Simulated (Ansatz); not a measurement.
# How the elastic constant C33 of anatase TiO2 (metastable phase) moves with the method

No measured value is used here.

Task: Put these levels in order of the elastic constant C33 that they give for anatase TiO2 (metastable phase), smallest first: HSE06 (Ansatz, a quantum-chemistry and plane-wave program), LDA (Ansatz), PBE (Ansatz).

Result: PBE (190 GPa), LDA (203 GPa), HSE06 (228 GPa)

Unless a cell is named, each level is at its own relaxed cell (LDA 11.02, PBE 11.67, HSE06 11.30 Å³/atom).

Each level is taken at its own relaxed cell. K meshes differ between the levels. Ansatz's density-functional and Hartree–Fock values are scalar-relativistic unless marked +SOC, with PAW data made under PBE.
